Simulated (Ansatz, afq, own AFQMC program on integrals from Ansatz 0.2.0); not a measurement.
## Al2H, quartet in 6-31G, levels against full CI

```tsv
atom	x (Å)	y (Å)	z (Å)
Al	0.0000	0.0000	0.0953
Al	0.0000	0.0000	-1.7737
H	0.0000	0.0000	1.6785
```

Connectivity, by distances: AlH–Al.

Basis 6-31G. Only valence electrons are correlated. Ansatz 0.2.0 and our own AFQMC program on the same integrals; the CISD trial comes from CCSD amplitudes, and released means the phaseless constraint is let go. Uncertainties: one standard error, sampling alone.

Determinant: UHF, the one that the program's search chose, which needn't be the lowest solution. The geometry is a point of a scan.

Full CI on the same integrals is exact in this basis and with this determinant's frozen core.

Cautions: lower spins were not checked.

- T1 diagnostic: 0.0212
- weight of the determinant in the CISD state: 0.928
- ⟨S²⟩ of the determinant: 3.756
- size of the correlated space: 7 electrons in 18 orbitals

```json
{"level": "MP2", "correlation energy (eV)": "-1.1232"}
{"level": "CCSD", "correlation energy (eV)": "-1.6207"}
{"level": "CCSD(T)", "correlation energy (eV)": "-1.6544"}
```

Estimate where full CI lies against CCSD(T) on the same integrals.

1.7 kJ/mol below CCSD(T).

Reference: full CI, correlation energy -1.672 eV. The released energy is read at 2.40 1/Eh (meV from the phaseless value at times in 1/Eh: -0.9 ± 1.1 at 0.24, -1.7 ± 1.0 at 0.51, -3.8 ± 0.8 at 0.99, -4.1 ± 0.6 at 1.62, -4.0 ± 0.4 at 2.40).

```csv
level,E − E(reference) (kJ/mol),share of correlation (%)
CCSD(T),1.7,98.93
CCSDT,0.3,99.81
CCSDT(Q),0.1,99.94
CCSDTQ,0.0,99.99
ph-AFQMC/CISD,0.6 ± 0.1,99.63
released AFQMC,0.2 ± 0.04,99.87
```

CCSDT and higher add their correlation energy to the determinant of the CCSD(T) run, since their own runs factorise the integrals more tightly (a shift of under 2 meV). A walk keeps the symmetry of its determinant, which the program's search chose and which needn't be the lowest solution, so a lower state of the same spin and another symmetry isn't excluded. Released energies are given only where the last usable release times agree within the noise; a slower fall can still hide under it.
